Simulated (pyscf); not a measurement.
PySCF, gas phase, ωB97X-D3(BJ)/def2-SVP geometries.

Question: Estimate the classical barrier height and the reaction energy of HO–Si(F)(F)–O–SiH₃ + H₂O -> HO–Si(OH)(F)–F + HO–SiH₃ at ωB97M-D3(BJ)/def2-TZVP. The step runs on the singlet surface, breaks O–Si, H–O and forms H–O, O–Si; take the separated reactants as zero.

Answer: ΔE‡ = 24.7 kcal/mol, ΔE = +3.6 kcal/mol. Zero-point energy shifts the barrier by +0.6 kcal/mol. It is a four-centre exchange, with an imaginary mode of 598i cm⁻¹. On the reactant side the descent ends in a complex (not fully relaxed), 6.3 kcal/mol under the separated species and 31.8 kcal/mol under the saddle at ωB97X-D3(BJ)/def2-TZVP. On the product side the descent ends in a complex (not fully relaxed), 7.4 kcal/mol under the separated species and 28.0 kcal/mol under the saddle at ωB97X-D3(BJ)/def2-TZVP. One saddle was located; it need not be the lowest between these sides.
